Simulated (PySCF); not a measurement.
This PySCF input (HF/cc-pV(D+d)Z) gives -291.25000 Eh with 43 basis functions.

```python
import numpy as np, basis_set_exchange as bse
from pyscf import gto, scf, dft, df

basis = {'H': gto.basis.parse(bse.get_basis('cc-pV(D+d)Z', elements=['H'], fmt='nwchem')), 'Si': gto.basis.parse(bse.get_basis('cc-pV(D+d)Z', elements=['Si'], fmt='nwchem'))}
mol = gto.M(
    atom='''
    Si   -0.00000000   -0.00000000    0.00000000
    H     0.87559489    0.85467525    0.83309847
    H    -0.82219976   -0.86546541    0.87529791
    H    -0.88619780    0.85452031   -0.82197187
    H     0.83280267   -0.84373015   -0.88642451
    ''',
    basis=basis,
    charge=0,
    verbose=4,
    max_memory=8640,
)
mf = scf.RHF(mol)
mf = mf.density_fit(auxbasis=df.autoaux(mol))
mf.conv_tol = 1e-9
mf.max_cycle = 100
print('smallest overlap eigenvalue', np.linalg.eigvalsh(mol.intor('int1e_ovlp'))[0])
mf.kernel()
dip = mf.dip_moment()
```

Change:
```diff
- basis = {'H': gto.basis.parse(bse.get_basis('cc-pV(D+d)Z', elements=['H'], fmt='nwchem')), 'Si': gto.basis.parse(bse.get_basis('cc-pV(D+d)Z', elements=['Si'], fmt='nwchem'))}
+ basis = {'H': gto.basis.parse(bse.get_basis('pcseg-3', elements=['H'], fmt='nwchem')), 'Si': gto.basis.parse(bse.get_basis('pcseg-3', elements=['Si'], fmt='nwchem'))}
```

Question: What does the run give now?

Answer: -291.26191 Eh (HF/pcseg-3, 196 functions), a change of -11.91 mEh.
